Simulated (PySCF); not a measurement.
Gas-phase reaction: 2 Cl + C2H6 ⇌ 2 CH3Cl

Computed with PySCF and rigid-rotor harmonic-oscillator thermochemistry at 1 bar. The comparison is the NASA 1993 polynomial table, which mixes measured and estimated data. † marks an energy on the PBE0/def2-TZVP geometry and frequencies; other levels use their own. MP2 and CCSD(T) freeze the core. 6-31G* has spherical d functions here. Open shells (unrestricted): Cl (multiplicity 2); the rest are closed-shell singlets. Spin-orbit splitting is ignored; it lowers the true energy and changes the entropy of Cl. B3LYP is the form with VWN-RPA correlation. MP2 isn't extrapolated to the basis-set limit. CCSD(T) isn't extrapolated to the basis-set limit.

Levels: a) r2SCAN/def2-TZVP†; b) B3LYP/6-31G*; c) MP2/def2-SVP†; d) CCSD(T)/def2-SVP†; e) HF/6-31G*.

Order the levels by the distance of their ΔH°(298 K) from the table for this reaction, closest first.

a (-7 kJ), b (+22 kJ), c (+53 kJ), d (+69 kJ), e (+164 kJ)

The table gives -323 kJ. The order holds for this reaction alone, and for the 1993 entries, some of which have been revised since.
